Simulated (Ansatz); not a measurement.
Results of PBE+SOC in Ansatz (PAW) for chalcopyrite CuGaSe2.

Numerical settings: plane-wave cutoff 520 eV, 8×8×8 k mesh, Fermi–Dirac smearing 0.01 eV, PAW data made under PBE.

Cell (measured lattice):

```
CuGaSe2
1.0
    2.80955    -2.80955     5.51300
   -2.80955     2.80955     5.51300
   -2.80955    -2.80955    -5.51300
Ga Cu Se
2 2 4
Direct
  0.50000   0.50000   0.00000
  0.25000   0.75000   0.50000
  0.00000   0.00000   0.00000
  0.75000   0.25000   0.50000
  0.87500   0.87438   0.49938
  0.12562   0.62500   0.00062
  0.37500   0.37562   0.50062
  0.62438   0.12500   0.99938
```

Problem. What does this level give for the band gap?

Solution. 
- band gap = 0.20 eV (direct)

Measured, for comparison: band gap 1.67 eV (temperature not stated, no zero-point or thermal correction, direct or pseudo-direct at Γ; as tabulated in Ghosh et al. (2024), arXiv:2401.16805). Computed (rounded) less measured: band gap -1.47 eV.

Note: cell and atoms aren't relaxed at this level (largest force component 0.39 eV/Å, pressure 2.9 GPa).

Ansatz is a first-principles code.
